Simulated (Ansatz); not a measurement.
System: ClF (charge 0, singlet). 
Geometry from a B3LYP-D3(BJ)/def2-TZVP (Ansatz, a program for electronic structure) optimisation:
```xyz
2

F      0.0000     0.0000    -1.0729
Cl     0.0000     0.0000     0.5680
```

Basis-set convergence of Hartree-Fock and CCSD correlation energies (hartree) with Ansatz. Valence correlation only, unless marked. Spin-orbit coupling is left out. No relativistic terms.

| basis | functions | E(HF) | E(corr, CCSD) |
|---|---|---|---|
| cc-pV(D+d)Z | 37 | -558.84711 | -0.34757 |
| cc-pV(T+d)Z | 69 | -558.90189 | -0.46436 |
| cc-pV(Q+d)Z | 119 | -558.91542 | -0.50455 |
| cc-pV(5+d)Z | 191 | -558.91867 | -0.51891 |

Extrapolating the two largest sets (X = 4 and 5) as X^-3: E(corr) = (125·(-0.51891) - 64·(-0.50455))/61 = -0.5340 Eh, an estimate of the basis-set limit. The largest set recovers 97.2 % of it, the smallest 65.1 %.
